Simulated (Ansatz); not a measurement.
Input for Ansatz (development build ahead of 0.2.0):

```yaml
crystal:
  periodic: [false, false, false]
  atoms:
    - { symbol: Mg, position_ang: [0.0, 0.0, 0.0] }
    - { symbol: Mg, position_ang: [0.0, 0.0, 3.0] }
basis:
  gaussian: { orbitals: cc-pCVTZ }
hamiltonian:
  xc: hf
correlation:
  method: mp2
  frozen_orbitals: { Mg: 1 }
scf:
  omitted_lower_state_checks: [stability, starts, atomic_configurations, cluster_reference, orbital_swaps, given_window_search, neighbouring_geometries, increment]
```

The input is written out in the form of the current development build from the run's settings.

The run gave:

- Converged: yes
- Reference energy: -399.21102 hartree
- Correlation energy: -0.58960 hartree
- Total energy: -399.80062 hartree
- Spin squared of the determinant: 0.000
- Occupied orbitals by symmetry in an Abelian subgroup (alpha; beta): 4 Ag 4 B1u 1 B2g 1 B2u 1 B3g 1 B3u; 4 Ag 4 B1u 1 B2g 1 B2u 1 B3g 1 B3u
